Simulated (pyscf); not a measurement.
One four-centre exchange on the doublet surface with elements of a group swapped. CCSD(T)/def2-TZVPP + ΔMP2(QZVPP), kcal/mol, from the separated reactants. PySCF, gas phase, ωB97X-D3(BJ)/def2-SVP geometries. MP2 and CC: frozen core, UHF for open shells. ΔMP2 is the change of the MP2 total energy from the triple- to the quadruple-zeta basis.

```csv
step,barrier,reaction energy,imaginary mode (i cm⁻¹)
`[OH][SiH2]` [doublet] + `[ClH]` → `[SiH2][Cl]` [doublet] + `[OH2]`,13.5,-3.1,527
`[OH][GeH2]` [doublet] + `[ClH]` → `[Cl][GeH2]` [doublet] + `[OH2]`,?,?,724
`[OH][GeH2]` [doublet] + `[FH]` -> `[F][GeH2]` [doublet] + `[OH2]`,10.3,-6.1,568
```

Task: Some entries are withheld; supply them.

Result: 
- `[OH][GeH2]` [doublet] + `[ClH]` → `[Cl][GeH2]` [doublet] + `[OH2]`, barrier: 5.6
- `[OH][GeH2]` [doublet] + `[ClH]` → `[Cl][GeH2]` [doublet] + `[OH2]`, reaction energy: -12.2

Row 1: On the reactant side the descent ends in a complex, 4.8 kcal/mol under the separated species and 14.8 kcal/mol under the saddle at ωB97X-D3(BJ)/def2-TZVP. Row 2: On the reactant side the descent ends in a complex, 6.3 kcal/mol under the separated species and 8.3 kcal/mol under the saddle at ωB97X-D3(BJ)/def2-TZVP. On the product side the descent ends in a complex, 4.1 kcal/mol under the separated species and 19.7 kcal/mol under the saddle at ωB97X-D3(BJ)/def2-TZVP. Row 3: On the reactant side the descent ends in a bound adduct, 9.1 kcal/mol under the separated species and 15.7 kcal/mol under the saddle at ωB97X-D3(BJ)/def2-TZVP. On the product side the descent ends in a complex, 5.1 kcal/mol under the separated species and 18.8 kcal/mol under the saddle at ωB97X-D3(BJ)/def2-TZVP. Each row is the saddle that its search found. The CCSD(T) − MP2 part came from Ansatz, without density fitting, on the same reference. The frozen core leaves the outer d or s,p core shells of the metals and heavy elements correlated in the MP2 and CC values, and def2-TZVPP describes them poorly, which can shift differences by a few kcal/mol. Elements up to Kr have no core potential and no relativistic terms here.
